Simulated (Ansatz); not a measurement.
# AlCF+ (doublet): from Hartree-Fock to the top rungs, def2-QZVPP

An exercise on one series of results from a longer session: the logs are not shown, and one member is left open.

Program: Ansatz 0.2.0, Gaussian basis. Level of theory: def2-QZVPP, core rule «outside noble gas», up to 7 orbitals frozen. These are calculated values, not measurements.

To be run: UHF; ROHF; CCSD(T) on UHF.

2 further runs of the same task are left out: 2 set aside as unsound or not needed.

## What is computed

The geometry is a PBE0/def2-TZVP stationary point (not a proven minimum) of the parent state, kept for this charge and spin.

3 atoms, charge 1, spin multiplicity 2.

Atoms are counted from 1 here; the program's logs count them from 0.

Bond lengths: C1–Al2 1.936 Å, Al2–F3 1.644 Å. Angles: C1–Al2–F3 180.0°.

Geometry (Å):

```xyz
3
charge 1, multiplicity 2
C     0.0000    0.0000    1.8385
Al    0.0000    0.0000   -0.0974
F     0.0000    0.0000   -1.7411
```

The first run:

File in.yaml:

```yaml
crystal:
  periodic: [false, false, false]
  atoms:
    - {symbol: C, position_ang: [0.000000, 0.000000, 1.838500]}
    - {symbol: Al, position_ang: [0.000000, 0.000000, -0.097400]}
    - {symbol: F, position_ang: [0.000000, 0.000000, -1.741100]}
basis:
  gaussian: {orbitals: "def2-QZVPP.json"}
total_charge: 1
magnetization: {spin_polarized: true, initial_magnetization: 1}
hamiltonian: {xc: hf}
output: {orbitals: {seedname: orbitals}}
```

Launch:

```console
$ ansatz run in.yaml --threads 1 --pin off --events-out ev --progress --plain --max-ram 2393MiB
```

Among the steps run: UHF; ROHF; CCSD(T) on UHF.

One of the session's tables, all rows but one given; the rest of the session is left out.

```
  method  from UCCSD(T) (kcal/mol)
    ROHF                   +292.21
     UHF                         ?
    UMP2                    +23.85
   UCCSD                    +10.53
UCCSD(T)                         0
```

Q: Estimate the row for UHF from the others.

As computed: from UCCSD(T) (kcal/mol): +277.22. In the column «from UCCSD(T) (kcal/mol)» it lies between UMP2 (+23.85) and ROHF (+292.21).

The program flags UCCSD(T) as in doubt (see the logs), so the zero of the table is itself unsure.

Caveats from the session: The determinant is far from a pure spin state, so its energy mixes those of several spin states (harmless only where they are near-degenerate, as at dissociation). The program flags UCCSD(T) as in doubt, so the zero of the table is itself unsure.
